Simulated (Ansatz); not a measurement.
Molecule: PH₂, charge 1, multiplicity 1. 
Coordinates optimised at B3LYP-D3(BJ)/def2-TZVP (Ansatz, an electronic-structure program):
```
P
H 1 1.4276
H 1 1.4276 2 91.90
```
Charge +1, spin multiplicity 1.

Basis-set convergence of Hartree-Fock and CCSD correlation energies (hartree) with Ansatz. Correlated levels leave the core frozen unless marked. No spin-orbit coupling. Non-relativistic.

The Hartree-Fock reference is unstable (checked in the largest basis), which strains HF and MP2. 

| basis | functions | E(HF) | E(corr, CCSD) |
|---|---|---|---|
| aug-cc-pV(D+d)Z | 50 | -341.53534 | -0.13054 |
| aug-cc-pV(T+d)Z | 101 | -341.54644 | -0.15207 |
| aug-cc-pV(Q+d)Z | 181 | -341.54945 | -0.15774 |

Extrapolating the two largest sets (X = 3 and 4) as X^-3: E(corr) = (64·(-0.15774) - 27·(-0.15207))/37 = -0.1619 Eh, an estimate of the basis-set limit. The largest set recovers 97.4 % of it, the smallest 80.6 %.
